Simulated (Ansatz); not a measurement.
Basis-set extrapolation for H$_{3}$O$_{4}$P, SMILES `O=P(O)(O)O` (PBE0-D4/def2-TZVP geometry, frozen core, Ansatz 0.2.0). Multiplicity 1, RHF reference.

|  | def2-TZVPP | def2-QZVPP |
| --- | --- | --- |
| HF | -642.243967 | -642.270275 |
| MP2 correlation | -1.099500 | -1.192547 |
| CCSD(T) correlation | -1.146832 | not run |

Energies in hartree. Use E(X) = E(∞) + A·exp(−7.88·√X) for Hartree–Fock and E(X) = E(∞) + B·X^(−2.97) for correlation, with X = 3 and 4, and add CCSD(T) minus MP2 of the smaller set to the MP2 limit.

Q: What is the CCSD(T) energy at the basis-set limit?

A: HF limit: -642.270275 + (-0.026308) × 0.13774 = -642.27390. MP2 limit: -1.192547 + (-0.093047) × 0.74074 = -1.26147. Higher-order term: -1.146832 − (-1.099500) = -0.04733. Total: -643.58270 hartree, 503.8 kJ/mol below CCSD(T)/def2-TZVPP.
